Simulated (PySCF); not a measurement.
Species: difluorodisulfane, S2F2.
Geometry (PBE0-D3(BJ)/def2-SVP, Å), atoms numbered from 1 in this order:
```
atom  x, y, z in Å
F1    -1.7178    0.5206    0.6590
S2    -0.9168   -0.5565   -0.2976
S3     0.9252   -0.5638    0.2519
F4     1.7094    0.5997   -0.6133
```

Level: B3LYP/def2-SVPD in PySCF, non-relativistic, on one gas-phase PBE0-D3(BJ)/def2-SVP geometry that isn't relaxed in the solvent. The solvent is an IEF-PCM continuum (Bondi radii, 1.10 Å for H, scaled by 1.2), and excitations are vertical TDDFT with non-equilibrium linear response and a frozen core. Only the electrostatic response of the medium enters.

```tsv
run	E − E(gas) (kcal/mol)	HOMO (eV)	HOMO–LUMO gap (eV)	dipole (D)	lowest singlet (eV)	static polarisability (au)
gas	0.00	-8.45	6.17	1.56	4.88	45.0
P	-2.28	-8.26	6.19	2.03	4.88	60.3
Q	-1.66	-8.30	6.18	1.89	4.88	55.5
```

Task: The runs were made in acetonitrile and chloroform. Which run belongs to which solvent?

Result: P = acetonitrile, Q = chloroform. The dielectric constants are 4.711 (chloroform), 35.69 (acetonitrile), and the energy falls further as ε rises. The optical constants n² used for the excitations are 2.09, 1.81 in the same order. In this model the ground state sees the solvent through ε alone.

Task: How constant is the ratio of the lowering to (ε − 1)/(2ε + 1)?

Result: 
| solvent | (ε − 1)/(2ε + 1) | E − E(gas) (kcal/mol) | ratio (kcal/mol) | polarisation term (kcal/mol) |
| --- | --- | --- | --- | --- |
| chloroform | 0.356 | -1.66 | -4.7 | -1.82 |
| acetonitrile | 0.479 | -2.28 | -4.8 | -2.63 |

The ratio changes by +2.4 % in size from chloroform to acetonitrile. The polarisation term is half the interaction of the solute with the induced surface charges.
